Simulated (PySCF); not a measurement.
Species: pyrazine, C4H4N2.
Cartesian coordinates in Å at the PBE0-D3(BJ)/def2-SVP level; atoms count from 1:
```
atom  x, y, z in Å
C1    -0.576   -1.197    0.003
C2     0.813   -1.050    0.037
N3     1.391    0.147    0.034
C4     0.576    1.197   -0.003
C5    -0.813    1.050   -0.037
N6    -1.391   -0.147   -0.034
H7    -1.034   -2.192    0.007
H8     1.468   -1.928    0.068
H9     1.034    2.192   -0.007
H10   -1.468    1.928   -0.068
```

Level: PBE0/def2-SVPD in PySCF, non-relativistic, on one gas-phase PBE0-D3(BJ)/def2-SVP geometry that isn't relaxed in the solvent. The solvent is an IEF-PCM continuum (cavity from Bondi-type radii × 1.2), and excitations are vertical TDDFT with non-equilibrium linear response and a frozen core. Only the electrostatic response of the medium enters.

Gas-phase singlets (H = HOMO, L = LUMO):

| state | E (eV) | λ (nm) | f | leading configuration |
| --- | --- | --- | --- | --- |
| S1 | 3.965 | 313 | 0.005 | H→L 100% |
| S2 | 4.645 | 267 | 0.000 | H→L+1 100% |
| S3 | 5.538 | 224 | 0.104 | H-1→L 88% |
| S4 | 5.662 | 219 | 0.000 | H-2→L 98% |
| S5 | 6.473 | 192 | 0.000 | H-2→L+1 100% |

Q: Give the list for chloroform (ε = 4.711), n² = 2.09.

A: 
```tsv
state	E (eV)	λ (nm)	f	leading configuration	change by rank (eV)
S1	4.011	309	0.006	H→L 100%	+0.046
S2	4.757	261	0.000	H→L+1 100%	+0.112
S3	5.429	228	0.157	H-1→L 91%	-0.109
S4	5.776	215	0.000	H-2→L 98%	+0.114
S5	6.556	189	0.130	H-1→L+1 86%	+0.083
```

Q: Give the list for dichloromethane (ε = 8.93), n² = 2.03.

A: 
```json
{"state": "S1", "E (eV)": "4.024", "λ (nm)": "308", "f": "0.006", "leading configuration": "H→L 100%", "change by rank (eV)": "+0.059"}
{"state": "S2", "E (eV)": "4.780", "λ (nm)": "259", "f": "0.000", "leading configuration": "H→L+1 100%", "change by rank (eV)": "+0.135"}
{"state": "S3", "E (eV)": "5.424", "λ (nm)": "229", "f": "0.156", "leading configuration": "H-1→L 91%", "change by rank (eV)": "-0.114"}
{"state": "S4", "E (eV)": "5.804", "λ (nm)": "214", "f": "0.000", "leading configuration": "H-2→L 98%", "change by rank (eV)": "+0.142"}
{"state": "S5", "E (eV)": "6.558", "λ (nm)": "189", "f": "0.128", "leading configuration": "H-1→L+1 85%", "change by rank (eV)": "+0.085"}
```

Q: The ground-state energy changes by -0.189 eV from gas to dichloromethane. By how much does the total energy of gas-phase S2 change?

A: E(S2) = E(S0) + excitation energy, so it changes by -0.189 + 0.135 = -0.054 eV: it is lowered less than the ground state, which is what a blue shift means. This is the vertical state, with the slow part of the continuum still set for S0.

Q: How do the frontier levels move from gas to dichloromethane?

A: 
```
orbital  gas (eV)  solvent (eV)  change (eV)                  Löwdin shares, gas              Löwdin shares, solvent
 LUMO+2      0.91          1.07        +0.16  C2 16 %, C5 16 %, C4 16 %, C1 16 %  C1 17 %, C4 17 %, C2 17 %, C5 17 %
 LUMO+1     -0.91         -0.83        +0.08  C4 19 %, C1 19 %, C2 19 %, C5 19 %  C5 19 %, C2 19 %, C4 19 %, C1 19 %
   LUMO     -1.62         -1.61        +0.01  N6 25 %, N3 25 %, C5 11 %, C2 11 %  N6 25 %, N3 25 %, C1 11 %, C4 11 %
   HOMO     -7.33         -7.39        -0.06    N6 28 %, N3 28 %, C1 8 %, C4 8 %    N6 28 %, N3 28 %, C2 9 %, C1 9 %
 HOMO-1     -8.11         -8.02        +0.09  C5 20 %, C2 20 %, C1 20 %, C4 20 %  C5 20 %, C4 20 %, C2 20 %, C1 20 %
 HOMO-2     -9.07         -9.21        -0.14    N3 39 %, N6 39 %, C4 5 %, C1 5 %    N3 39 %, N6 39 %, C2 5 %, C1 5 %
 HOMO-3     -9.71         -9.74        -0.03  N6 30 %, N3 30 %, C1 10 %, C4 10 %  N6 30 %, N3 30 %, C1 10 %, C2 10 %
```

The HOMO–LUMO gap goes from 5.71 to 5.78 eV. Rows go by rank; for LUMO the atom shares or the degeneracy differ between the runs, so the row needn't follow one orbital.

Hardware: an Intel Xeon 6975P-C with one thread, shared host with 64 logical CPUs at a one-minute load of 21. Cost: 7.7 s, 0.72 GiB resident at most. This is the whole response run at PBE0/def2-SVPD in dichloromethane, SCF included.
